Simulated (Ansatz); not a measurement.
Run this with Ansatz 0.2.0, Python API and show what comes out.

The script, `np_run.py`:
```python
"""Binding of a NP dimer at a trial geometry."""

import ansatz as az

FIRST = [
    ("P", (0.0, 0.0, -0.86)),
    ("N", (0.0, 0.0, 0.86)),
]
SECOND = [
    ("P", (-3.1325, 2.9679, 0.0266)),
    ("N", (-2.5123, 1.3681, 0.1458)),
]

def energy(atoms, ghosts=()):
    molecule = az.Crystal.molecule()
    for symbol, xyz in atoms:
        molecule = molecule.atom(symbol, xyz)
    calc = (
        molecule.calculation()
        .basis(gaussian="cc-pVDZ")  # the orbital basis, by name
        .functional("pbe", dispersion="d4")
    )
    deck = calc.input()
    if ghosts:
        deck = deck.set(az.key.basis.gaussian.ghost_atoms, [{"symbol": s, "position_ang": list(xyz)} for s, xyz in ghosts])
    return az.Session.from_dict(deck).plan().execute().report["free_energy_ev"]


def main() -> None:
    # monomers in their own basis and in the basis of the dimer
    both = energy(FIRST + SECOND)
    alone = energy(FIRST) + energy(SECOND)
    ghosted = energy(FIRST, SECOND) + energy(SECOND, FIRST)
    print(f"dimer {both:.6f} eV")
    print(f"interaction, uncorrected   {96.485332 * (both - alone):8.3f} kJ/mol")
    print(f"interaction, counterpoise  {96.485332 * (both - ghosted):8.3f} kJ/mol")
    print(f"basis-set superposition    {96.485332 * (alone - ghosted):8.3f} kJ/mol")


if __name__ == "__main__":
    main()
```

Output of `python np_run.py`:
```text
dimer -21541.597745 eV
interaction, uncorrected     -1.901 kJ/mol
interaction, counterpoise     3.906 kJ/mol
basis-set superposition       5.807 kJ/mol
```

Uncorrected it is -1.901 kJ/mol, with the counterpoise correction 3.906 kJ/mol; the difference, 5.807 kJ/mol, is the superposition error. The sign changes with the correction, so this basis doesn't settle it.

What to keep in mind:
- Total energies depend on the basis set; only differences at equal settings carry meaning.
- The dimer is a generated trial pose of unrelaxed monomers, not a minimum, so the figure is no binding energy, and the basis set is small.
- The spin state was assumed, and another may lie lower.
- Wall time of the script: 3.8 s on 1 thread of Arm Neoverse V1, with other jobs on the host, peak memory 0.16 GiB.
